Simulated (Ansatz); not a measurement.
# ClHO2S: the cost of one run

The runs use Ansatz 0.2.0, Gaussian basis; SPW92/def2-SVP.

**1. Starting geometry**

The start, a pair relaxed at PBE0-D4: SMILES `Cl.O=S=O`, 5 atoms, charge 0, spin multiplicity 1.

Atoms are counted from 1 here; the program's logs count them from 0.

Bond lengths: Cl1–H2 1.286 Å, O3–S4 1.436 Å, S4–O5 1.428 Å. Angles: O3–S4–O5 118.6°.

As a file:

```
Cl    0.2623    0.0802   -2.6224
H    -0.1134   -0.2053   -1.4261
O    -0.6928   -0.6295    0.5041
S    -0.2460   -0.1144    1.7677
O     0.7898    0.8690    1.7768
```

**2. The run**

File md/in.yaml:

```yaml
crystal:
  periodic: [false, false, false]
  atoms:
    - {symbol: Cl, position_ang: [0.262349, 0.080209, -2.622404]}
    - {symbol: H, position_ang: [-0.113396, -0.205327, -1.426141]}
    - {symbol: O, position_ang: [-0.692794, -0.629544, 0.504112]}
    - {symbol: S, position_ang: [-0.246000, -0.114383, 1.767696]}
    - {symbol: O, position_ang: [0.789840, 0.869045, 1.776837]}
basis:
  gaussian: {orbitals: def2-SVP}
hamiltonian: {xc: lda}
md: {n_steps: 60, timestep: 0.5, temperature: 300, ensemble: nvt_langevin, seed: 766, friction: 0.01, initial_velocities: maxwell_boltzmann}
```

Command:

```
$ ansatz run in.yaml --threads 4 --pin off --events-out ev --progress --plain --max-ram 9574MiB
```

**Question.** How long does this run take on 4 threads of Arm Neoverse V1, shared host?

About 17 s.
